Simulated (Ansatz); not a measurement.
# C₃H₆OS: how energies converge with the basis set

One table from this session's results is given with a row withheld; the runs are named, their logs left out.

Program: Ansatz 0.2.0, Gaussian basis. Level of theory: one geometry, several basis sets. These are calculated values, not measurements.

Levels to be run: PBE0-D4/def2-SVP; ωB97M-V/def2-SVP; PBE0-D4/def2-QZVPP; ωB97M-V/def2-QZVPP; the functionals' def2-TZVPP values are taken from earlier runs.

## Structure used throughout

All runs share one geometry, relaxed beforehand with PBE0-D4 in a triple-zeta def2 set.

11 atoms, charge 0, spin multiplicity 1.

Atoms are counted from 1 here; the program's logs count them from 0.

Bond lengths: C1–C2 1.515 Å, C1–H6 1.093 Å, C1–H7 1.091 Å, C1–H8 1.090 Å, C2–S3 1.807 Å, C2–H9 1.092 Å, C2–H10 1.091 Å, S3–C4 1.752 Å, C4–O5 1.200 Å, C4–H11 1.106 Å. Angles: C2–C1–H6 110.0°, C2–C1–H7 111.3°, C2–C1–H8 110.7°, H6–C1–H7 108.2°, H6–C1–H8 108.1°, H7–C1–H8 108.5°, C1–C2–S3 113.3°, C1–C2–H9 111.8°, C1–C2–H10 111.4°, S3–C2–H9 105.2°, S3–C2–H10 106.5°, H9–C2–H10 108.3°, C2–S3–C4 100.1°, S3–C4–O5 126.2°, S3–C4–H11 110.8°, O5–C4–H11 123.1°.

As a file:

```xyz
11
charge 0, multiplicity 1
C     0.0868   -0.2001    1.4325
C     0.5125    0.7030    0.2931
S     1.0264   -0.2024   -1.1837
C    -0.5358   -0.5155   -1.9121
O    -1.6000   -0.1653   -1.4827
H    -0.1854    0.4017    2.3038
H     0.8918   -0.8772    1.7236
H    -0.7814   -0.7954    1.1486
H     1.3723    1.3189    0.5638
H    -0.2994    1.3637   -0.0153
H    -0.4225   -1.0882   -2.8509
```

Set-up of the first run:

The input, in.yaml:

```yaml
crystal:
  periodic: [false, false, false]
  atoms:
    - {symbol: C, position_ang: [0.086772, -0.200059, 1.432521]}
    - {symbol: C, position_ang: [0.512490, 0.703004, 0.293054]}
    - {symbol: S, position_ang: [1.026410, -0.202450, -1.183658]}
    - {symbol: C, position_ang: [-0.535761, -0.515540, -1.912091]}
    - {symbol: O, position_ang: [-1.600002, -0.165275, -1.482676]}
    - {symbol: H, position_ang: [-0.185364, 0.401737, 2.303821]}
    - {symbol: H, position_ang: [0.891796, -0.877204, 1.723633]}
    - {symbol: H, position_ang: [-0.781441, -0.795404, 1.148567]}
    - {symbol: H, position_ang: [1.372274, 1.318880, 0.563762]}
    - {symbol: H, position_ang: [-0.299415, 1.363733, -0.015296]}
    - {symbol: H, position_ang: [-0.422459, -1.088223, -2.850939]}
basis:
  gaussian: {orbitals: def2-SVP}
hamiltonian: {xc: pbe0, dispersion: d4}
output: {orbitals: {seedname: orbitals}}
```

Launch:

```
$ ansatz run in.yaml --threads 4 --pin off --events-out ev --progress --plain --max-ram 10444MiB
```

Steps of the session up to this table: PBE0-D4 in def2-SVP; ωB97M-V in def2-SVP; PBE0-D4 in def2-QZVPP; ωB97M-V in def2-QZVPP.

One of the session's tables, all rows but one given; the rest of the session is left out.

It belongs to the step «Functionals by basis». 

```
functional       basis  HOMO (eV)
   PBE0-D4    def2-SVP      -7.43
   PBE0-D4  def2-TZVPP      -7.52
   PBE0-D4  def2-QZVPP      -7.55
   ωB97M-V    def2-SVP      -9.54
   ωB97M-V  def2-TZVPP      -9.66
   ωB97M-V  def2-QZVPP          ?
```

Q: Estimate the row for ωB97M-V, def2-QZVPP from the others.

As computed: HOMO (eV): -9.69. In the column «HOMO (eV)» it is the lowest.
